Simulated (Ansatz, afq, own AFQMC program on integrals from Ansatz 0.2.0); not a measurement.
**O⁺, quartet in cc-pVQZ, levels against full CI**

A free O cation.

Basis cc-pVQZ. Only valence electrons are correlated. Ansatz 0.2.0 and our own AFQMC program on the same integrals; the CISD trial comes from CCSD amplitudes, and released means the phaseless constraint is let go. ± is one standard error of the sampling.

Determinant: UHF, the one that the program's search chose, which needn't be the lowest solution.

Full CI on the same integrals is exact in this basis and with this determinant's frozen core.

- T1 diagnostic: 0.0043
- weight of the determinant in the CISD state: 0.975
- ⟨S²⟩ of the determinant: 3.756
- size of the correlated space: 5 electrons in 54 orbitals

| level | correlation energy (eV) |
| --- | --- |
| MP2 | -2.9082 |
| CCSD | -3.2840 |
| CCSD(T) | -3.3368 |

(1) Estimate where full CI lies against CCSD(T) on the same integrals.

(1) 6.2 meV below CCSD(T).

Reference: full CI, correlation energy -3.343 eV. The released energy is read at 2.40 1/Eh (meV from the phaseless value at times in 1/Eh: -0.4 ± 0.3 at 0.24, -0.7 ± 0.4 at 0.51, -1.9 ± 0.3 at 0.99, -1.5 ± 0.5 at 1.62, -1.6 ± 0.4 at 2.40).

```
         level  E − E(reference) (meV)  share of correlation (%)
       CCSD(T)                     6.2                     99.81
         CCSDT                     0.7                     99.98
      CCSDT(Q)                     0.0                    100.00
 ph-AFQMC/CISD               1.2 ± 0.3                     99.97
released AFQMC              -0.4 ± 0.4                    100.01
```

CCSDT and higher add their correlation energy to the determinant of the CCSD(T) run, since their own runs factorise the integrals more tightly (a shift of under 2 meV). A walk keeps the symmetry of its determinant, which the program's search chose and which needn't be the lowest solution, so a lower state of the same spin and another symmetry isn't excluded. Released energies are given only where the last usable release times agree within the noise; a slower fall can still hide under it.
